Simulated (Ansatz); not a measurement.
Geometry optimisation, UKS B3LYP-D4/def2-mTZVP in Ansatz 0.2.0.

The input (input.yaml):

```yaml
crystal:
  periodic: [false, false, false]
  atoms:
    - { symbol: C, position_ang: [-0.4861, 0.0204, -0.4367] }
    - { symbol: C, position_ang: [0.4791, -0.0893, 0.4096] }
    - { symbol: O, position_ang: [0.9963, -1.1236, 0.8422] }
    - { symbol: H, position_ang: [-0.947, -0.7941, -0.8782] }
    - { symbol: H, position_ang: [-0.8841, 1.0417, -0.7477] }
    - { symbol: H, position_ang: [0.8839, 0.8809, 0.7645] }
magnetization:
  spin_polarized: true
  initial_magnetization: 1
basis:
  gaussian: { orbitals: def2-mTZVP }
hamiltonian:
  xc: b3lyp
  dispersion: d4
relax:
  f_tol: 0.015
  max_steps: 40
```

Command:

```bash
$ ansatz run input.yaml --threads 1 --pin off --max-ram 2048MiB --backend cpu --events-out ev --progress --plain --runs-dir out
```

**Question.** Where does it end, and by what steps?

**Answer.** It converged. After 6 steps the energy has fallen by 0.501 eV; H6 moved furthest, 0.10 Å.

```csv
step,energy less start (eV),largest force component (eV/Å),accepted
0,0.0000,4.719,yes
1,-0.4230,1.772,yes
2,-0.4374,1.453,yes
3,-0.4980,0.352,yes
4,-0.4990,0.162,yes
5,-0.5012,0.028,yes
6,-0.5013,0.007,yes
```

```xyz
6
Properties=species:S:1:pos:R:3
C -0.536 0.057 -0.481
C 0.530 -0.053 0.449
O 0.990 -1.138 0.825
H -0.979 -0.841 -0.891
H -0.915 1.023 -0.789
H 0.951 0.890 0.841
```

Run time: 18 s on 1 thread of Arm Neoverse V2, with other jobs on the host, peak memory 0.14 GiB.
